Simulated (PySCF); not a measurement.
All values below come from PBE0-D3(BJ)/def2-TZVP in PySCF. All species are isolated molecules in the gas phase. 

Reference species (SMILES): `[SiH2]` (lower singlet) (neutral, multiplicity 1).

* **dipole moment**: 0.17 D

Changed species: `[SiH]Cl` (lower singlet) (X = chloro, multiplicity 1; the reference has X = H, multiplicity 1).

Question: Give the shifts of the dipole moment.

Answer: the dipole moment rises by 0.80 D, to 0.97 D.
